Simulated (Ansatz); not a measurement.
Method: CAM-B3LYP-D3(BJ)/def2-TZVP (Ansatz, an electronic-structure program). No frequencies were computed at this level.

Ansatz 0.2 input:
```yaml
crystal:
  periodic: [false, false, false]
  atoms:
    - { symbol: C, position_ang: [0.646417, 0.117611, -0.039091] }
    - { symbol: C, position_ang: [-0.646416, -0.117607, 0.039124] }
    - { symbol: H, position_ang: [1.375596, -0.673904, 0.020528] }
    - { symbol: H, position_ang: [1.039121, 1.113236, -0.166636] }
    - { symbol: H, position_ang: [-1.375597, 0.673902, -0.020543] }
    - { symbol: H, position_ang: [-1.039121, -1.113238, 0.166616] }
basis:
  gaussian: { orbitals: def2-tzvp }
hamiltonian:
  xc: cam_b3lyp
  dispersion: d3bj
relax:
  max_steps: 150
```

Output:

```
Functional definition: CAM-B3LYP
536 factors; their error is unknown
188 factors; integrals over basis functions are off by at most 2.3e-6 eV
mean field evaluation 1: about -2134.2264 eV, gradient 4.0e1 eV
mean field evaluation 2: about -2135.3012 eV, gradient 3.3e1 eV
mean field evaluation 4: about -2137.9472 eV, gradient 1.2e-1 eV
mean field evaluation 8: about -2137.9357 eV, gradient 4.1e-2 eV
mean field evaluation 16: about -2137.9357 eV, gradient 9.3e-6 eV
mean field -2137.93574997 eV, -78.5676896663 hartree, gradient 9.3e-6 eV, S^2 0.000000; 0 other end points of the search recorded, 0 dependent functions left out
reference -2137.93584222 eV, -78.5676930565 hartree; 8, 8 occupied and 78, 78 virtual orbitals, 536 factors
relax step   1: F+E_penalty+E_count = -2137.97827252 eV  Δ(F+E_penalty+E_count) = +0.000e0 eV  max|allowed force component| = 1.834e-1 eV/Å  Δτ_max = 0.0000 Å  (26 SCF iters, accepted)
these checks for a lower state are left out or cut short: starts, cluster_reference, orbital_swaps, neighbouring_geometries, increment
536 factors; their error is unknown
188 factors; integrals over basis functions are off by at most 2.3e-6 eV
mean field -2137.93805899 eV, -78.5677745212 hartree, gradient 1.1e-5 eV, S^2 0.000000; 0 other end points of the search recorded, 0 dependent functions left out
reference -2137.93815147 eV, -78.5677779201 hartree; 8, 8 occupied and 78, 78 virtual orbitals, 536 factors
relax step   2: F+E_penalty+E_count = -2137.98057305 eV  Δ(F+E_penalty+E_count) = -2.301e-3 eV  max|allowed force component| = 4.901e-2 eV/Å  Δτ_max = 0.0048 Å  (28 SCF iters, accepted)
these checks for a lower state are left out or cut short: starts, cluster_reference, orbital_swaps, neighbouring_geometries, increment
536 factors; their error is unknown
188 factors; integrals over basis functions are off by at most 2.3e-6 eV
mean field evaluation 32: about -2137.9383 eV, gradient 1.1e-5 eV
mean field -2137.93831333 eV, -78.5677838684 hartree, gradient 1.1e-5 eV, S^2 0.000000; 0 other end points of the search recorded, 0 dependent functions left out
reference -2137.93840592 eV, -78.5677872708 hartree; 8, 8 occupied and 78, 78 virtual orbitals, 536 factors
relax step   3: F+E_penalty+E_count = -2137.98082690 eV  Δ(F+E_penalty+E_count) = -2.538e-4 eV  max|allowed force component| = 1.563e-2 eV/Å  Δτ_max = 0.0026 Å  (28 SCF iters, accepted)
these checks for a lower state are left out or cut short: starts, cluster_reference, orbital_swaps, neighbouring_geometries, increment
536 factors; their error is unknown
188 factors; integrals over basis functions are off by at most 2.3e-6 eV
mean field -2137.93832002 eV, -78.5677841142 hartree, gradient 1.1e-5 eV, S^2 0.000000; 0 other end points of the search recorded, 0 dependent functions left out
reference -2137.93841260 eV, -78.5677875164 hartree; 8, 8 occupied and 78, 78 virtual orbitals, 536 factors
relax step   4: F+E_penalty+E_count = -2137.98083486 eV  Δ(F+E_penalty+E_count) = -7.964e-6 eV  max|allowed force component| = 8.820e-3 eV/Å  Δτ_max = 0.0006 Å  (28 SCF iters, accepted)
536 factors; their error is unknown
188 factors; integrals over basis functions are off by at most 2.3e-6 eV
mean field -2137.93832002 eV, -78.5677841142 hartree, gradient 1.1e-5 eV, S^2 0.000000; 1 other end points of the search recorded, 0 dependent functions left out
reference -2137.93841260 eV, -78.5677875164 hartree; 8, 8 occupied and 78, 78 virtual orbitals, 536 factors
Total energy: -2137.98092744 eV, -78.5693499080 hartree
Atom 0 at     0.647965     0.117891    -0.039200 Å, force    -0.008820    -0.001606     0.000520 eV/Å
Atom 1 at    -0.647965    -0.117890     0.039202 Å, force     0.008819     0.001603    -0.000547 eV/Å
Atom 2 at     1.375837    -0.681241     0.021350 Å, force     0.000642    -0.000869     0.000079 eV/Å
Atom 3 at     1.036675     1.120174    -0.167309 Å, force     0.000283     0.001038    -0.000121 eV/Å
Atom 4 at    -1.375838     0.681241    -0.021350 Å, force    -0.000641     0.000870    -0.000065 eV/Å
Atom 5 at    -1.036674    -1.120174     0.167305 Å, force    -0.000282    -0.001037     0.000134 eV/Å
Dipole moment:    -0.000000    -0.000000    -0.000001 e Å
```

Cost: about 8 core-seconds (a rough figure).
